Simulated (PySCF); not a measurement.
Mg: ionisation energy

Mg [Ne] 3s2 (1S) → Mg⁺ [Ne] 3s1 (2S), as a difference of total energies. Calculation: PySCF 2.14, in x2c-SVPall; the spin-free X2C one-electron Hamiltonian (Gaussian nucleus). Correlated levels: valence: [Ne] frozen. The calculations carry no spin-orbit coupling.

```csv
method,ionisation energy (eV),error (eV)
UHF,6.597,-1.049
B3LYP,7.760,+0.114
PBE0,7.568,-0.078
MP2 (valence),7.144,-0.502
SCS-MP2 (valence),7.253,-0.393
CCSD (valence),7.465,-0.181
```

Reference: 7.646 eV (measured; NIST Atomic Spectra Database, ionization energies).

Errors of the correlated levels include the incompleteness of this basis and the frozen core.

With two correlated electrons CCSD is exact in that space.
